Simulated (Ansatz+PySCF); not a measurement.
**triplet Si₂: levels of theory in one basis**

```yaml
atoms:
  - { symbol: Si, position_ang: [0.0000, 0.0000, 1.1051] }
  - { symbol: Si, position_ang: [0.0000, 0.0000, -1.1051] }
```

Basis set: cc-pV(T+d)Z (spherical functions). Correlated methods keep 10 orbitals frozen. Correlation on ROHF uses semicanonical orbitals with singles. Charge 0, multiplicity 3.

Computed with Ansatz (development build ahead of 0.2.0); each method stands on the lowest determinant of its kind that the runs found.

```
      method  E − E(ROHF) (eV)  <S²> of the determinant
        ROHF              0.00                     2.00
         UHF             -0.11                     2.02
    ROHF-MP2             -4.40                        –
     UHF-MP2             -4.37                     2.02
ROHF-CCSD(T)             -5.53                        –
 UHF-CCSD(T)             -5.53                     2.02
```

Question: What does UHF-CCSD give on the same scale?

Answer: -5.23 eV.

Question: Is a single determinant a sound starting point here?

Answer: By this sign, yes. Unrestricted orbitals gain 0.11 eV and <S²> is 2.02 against 2.00 for a pure state.
